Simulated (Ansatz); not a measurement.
Geometry optimisation, RKS B3LYP-D4/def2-SVPD (Ansatz).

Input:

```yaml
crystal:
  periodic: [false, false, false]
  atoms:
    - { symbol: B, position_ang: [0.020731, -0.499829, -0.303747] }
    - { symbol: H, position_ang: [0.042363, 0.264745, 1.961509] }
    - { symbol: H, position_ang: [1.066723, 0.05519, -0.453832] }
    - { symbol: H, position_ang: [-1.059028, -0.014442, -0.457448] }
    - { symbol: Cl, position_ang: [0.076875, -2.284306, 0.068359] }
    - { symbol: H, position_ang: [-0.018765, -0.445059, 1.874859] }
basis:
  gaussian: { orbitals: def2-SVPD }
hamiltonian:
  xc: b3lyp
  dispersion: d4
relax:
  f_tol: 0.03
  max_steps: 50
```

Command:

```bash
$ ansatz run input.yaml --threads 1 --pin off --max-ram 2048MiB --backend cpu --events-out ev --progress --plain --runs-dir out
```

Problem. Where does it end, and by what steps?

Solution. The forces met the threshold. After 5 steps the energy has fallen by 0.165 eV; H6 moved furthest, 0.54 Å.

```csv
step,energy less start (eV),largest force component (eV/Å),accepted
0,0.0000,1.777,yes
1,-0.1049,0.917,yes
2,-0.1214,0.814,yes
3,-0.1454,0.789,yes
4,-0.1624,0.292,yes
5,-0.1647,0.008,yes
```

```xyz
6
Properties=species:S:1:pos:R:3
B 0.027 -0.636 -0.475
H 0.042 0.490 2.184
H 1.064 -0.043 -0.524
H -1.047 -0.111 -0.521
Cl 0.083 -2.385 -0.351
H -0.040 -0.240 2.378
```

Whether the end is a true minimum wasn't checked by a vibrational analysis.

The run took 7.6 s on 1 thread of Intel(R) Xeon(R) 6975P-C (Granite Rapids) (shared host), peak memory 0.14 GiB.
